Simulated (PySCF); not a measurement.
# [SH5]+ at several levels of theory

All levels use the PBE0 minimum (singlet; S–H 1.352 Å, S–H 1.403 Å (×4); H–S–H 88.9° (×4), H–S–H 98.1° (×4), H–S–H 163.9° (×2)), basis [S def2-TZVP, H def2-TZVP], no relativity, density fitting, no spin–orbit coupling, PySCF. For vertical energies the ionised species is a doublet (spins chosen at PBE0 and kept) and the electron-attached one a doublet. Open shells are unrestricted, also as the reference of the correlated levels. Dipoles are about the centre of mass. A dash marks a value that was not computed or is not defined at that level.

| level | vertical IP (eV) | vertical EA (eV) | −ε(HOMO) (eV) | gap (eV) | dipole (D) |
| --- | --- | --- | --- | --- | --- |
| PBE0 | 16.74 | 6.10 | 13.98 | 5.53 | 0.70 |
| HF | 15.97 | 5.40 | 16.78 | 12.12 | 0.61 |
| PBE | 16.71 | 6.12 | 12.85 | 3.34 | 0.71 |
| r2SCAN | 16.65 | 6.17 | 13.04 | 3.75 | 0.71 |
| B3LYP | 16.86 | 6.18 | 13.89 | 5.12 | 0.68 |
| TPSSh | 16.76 | 6.13 | 13.50 | 4.53 | 0.68 |
| MP2 | 16.71 | 5.79 | – | – | – |
| LDA | 16.62 | 6.11 | 12.72 | 3.18 | 0.75 |
| BP86 | 16.84 | 6.22 | 12.97 | 3.38 | 0.70 |
